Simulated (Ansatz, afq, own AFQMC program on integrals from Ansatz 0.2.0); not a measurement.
## CH4N, doublet → CH4N⁺, singlet

```xyz
6

N    -0.0887    0.0000    0.6446
C     0.0848    0.0000   -0.7305
H     0.2213   -0.8326    1.1206
H     0.2213    0.8326    1.1206
H    -0.1102   -0.9302   -1.2469
H    -0.1102    0.9302   -1.2469
```

Connectivity, by distances: NH2–CH2.

E(singlet, charge +1) − E(doublet, charge +0) at this geometry, on UHF and RHF determinants.

Basis 6-31G. Only valence electrons are correlated. Ansatz 0.2.0 and our own AFQMC program on the same integrals; the CISD trial comes from CCSD amplitudes, and released means the phaseless constraint is let go. ± is one standard error of the sampling. The errors of all members are added in quadrature.

No full CI on the walks' own integrals is used here; CCSDT(Q) serves as the reference and is uncertain by about the last step of the cluster series. Each member takes its own surest rung, up to full CI.

Errors are counted within 6-31G, not against nature.

Cautions: CH₄N (doublet): its ph-AFQMC/CISD value lies 22 ± 8 meV above CCSDT(Q); CH₄N⁺ (singlet): higher spins were not checked, restricted determinant unstable towards unrestricted (UHF 3 meV lower, ⟨S²⟩ 0.07), strong correlation (T1 0.029, weight of the determinant 0.88, largest double 0.16), its ph-AFQMC/CISD value lies 22 ± 8 meV above CCSDT(Q).

Reference (CCSDT(Q)): 139.5 kcal/mol.

```tsv
level	vertical ionization energy (kcal/mol)	error against CCSDT(Q) (kcal/mol)
HF	152.9	13.4
MP2	141.6	2.0
CCSD	141.8	2.3
CCSD(T)	139.6	0.1
CCSDT	139.6	0.1
ph-AFQMC/CISD	139.5 ± 0.3	0.0 ± 0.3
released AFQMC	139.4 ± 0.5	-0.1 ± 0.5
```

Correlation beyond CCSD(T) takes off 0.1 kcal/mol. The perturbative (T) step is worth −2.2 kcal/mol. Where the cautions show a poor determinant, the low rows tell how each method copes with it, not its usual error.

A walk keeps the symmetry of its determinant, which the program's search chose and which needn't be the lowest solution, so a lower state of the same spin and another symmetry isn't excluded. Released energies are given only where the last usable release times agree within the noise; a slower fall can still hide under it.
